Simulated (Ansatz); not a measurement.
**Si₂N+ (triplet): the correlation ladder, cc-pVTZ**

The task here is to estimate one member of a computed series from the others.

Method: cc-pVTZ, core rule «outside noble gas», up to 11 orbitals frozen; program: Ansatz 0.2.0, Gaussian basis.

Plan: UHF; CCSD(T) on ROHF; CCSD(T) on UHF; BCCD(T) on ROHF; CCSDT(Q) on ROHF; CCSDT(Q) on UHF; CASSCF and NEVPT2, 12 electrons in 12 orbitals.

6 further runs of the same task are left out: 1 for a known fault of the program, 5 set aside as unsound or not needed.

**The geometry**

The geometry is a PBE0/def2-TZVP stationary point (not a proven minimum) of the parent state, kept for this charge and spin.

3 atoms, charge 1, spin multiplicity 3.

Atoms are counted from 1 here; the program's logs count them from 0.

Bond lengths: N1–Si2 1.661 Å, Si2–Si3 2.244 Å. Angles: N1–Si2–Si3 180.0°.

Set-up of the first run:

File in.yaml:

```yaml
crystal:
  periodic: [false, false, false]
  atoms:
    - {symbol: N, position_ang: [0.000000, 0.000000, -1.854900]}
    - {symbol: Si, position_ang: [0.000000, 0.000000, -0.194400]}
    - {symbol: Si, position_ang: [0.000000, 0.000000, 2.049300]}
basis:
  gaussian: {orbitals: cc-pVTZ}
total_charge: 1
magnetization: {spin_polarized: true, initial_magnetization: 2}
hamiltonian: {xc: hf}
output: {orbitals: {seedname: orbitals}}
```

Launch:

```sh
$ ansatz run in.yaml --threads 1 --pin off --events-out ev --progress --plain --max-ram 4096MiB --backend cpu
```

Steps of the session up to this table: UHF; CCSD(T) on ROHF; CCSD(T) on UHF; BCCD(T) on ROHF; CCSDT(Q) on ROHF; CCSDT(Q) on UHF; CASSCF and NEVPT2, 12 electrons in 12 orbitals.

One table of the session follows, with a row left open; its other results are not shown here.

It belongs to the step «Misses and costs». 

| method | from RCCSDT(Q) (kcal/mol) |
| --- | --- |
| ROHF | +251.60 |
| UHF | ? |
| RMP2 | +41.08 |
| UMP2 | +57.16 |
| RCCSD | +21.55 |
| UCCSD | +21.21 |
| RCCSD(T) | +5.88 |
| UCCSD(T) | +7.92 |
| BCCD(T) | +6.20 |
| RCCSDT | +3.15 |
| UCCSDT | +3.06 |
| RCCSDT(Q) | 0 |
| UCCSDT(Q) | -0.96 |
| CASSCF valence | +157.32 |
| NEVPT2 valence | +30.43 |

Q: Estimate the row for UHF from the others.

As computed: from RCCSDT(Q) (kcal/mol): +227.15. In the column «from RCCSDT(Q) (kcal/mol)» it lies between CASSCF valence (+157.32) and ROHF (+251.60).

Limits of these values: The determinant is far from a pure spin state, so its energy mixes those of several spin states (harmless only where they are near-degenerate, as at dissociation). Restricted and unrestricted rows rest on different reference determinants; where their highest levels disagree by more than a few hundredths of an eV, they describe different states and don't form one ladder.
